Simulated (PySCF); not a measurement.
dimethyl sulfide (C2H6S), SMILES CSC.

Geometry optimised at TPSSh-D3(BJ)/def2-TZVP.

Calculation: PBE/def2-TZVPD run with PySCF.

Computed frontier levels, gap, dipole moment and polarisability:
| Quantity | Result |
|---|---|
| highest occupied level | -5.07 eV |
| lowest empty level | -0.37 eV |
| orbital gap | 4.70 eV |
| dipole moment | 1.58 D |
| quadrupole, principal values (traceless, Buckingham form, about the centre of nuclear charge) | -2.41, -2.00, 4.41 D·Å |
| mean static polarisability | 51.3 bohr³ (7.60 Å³) |
| polarisability, principal values | 43.9, 50.6, 59.3 bohr³ |
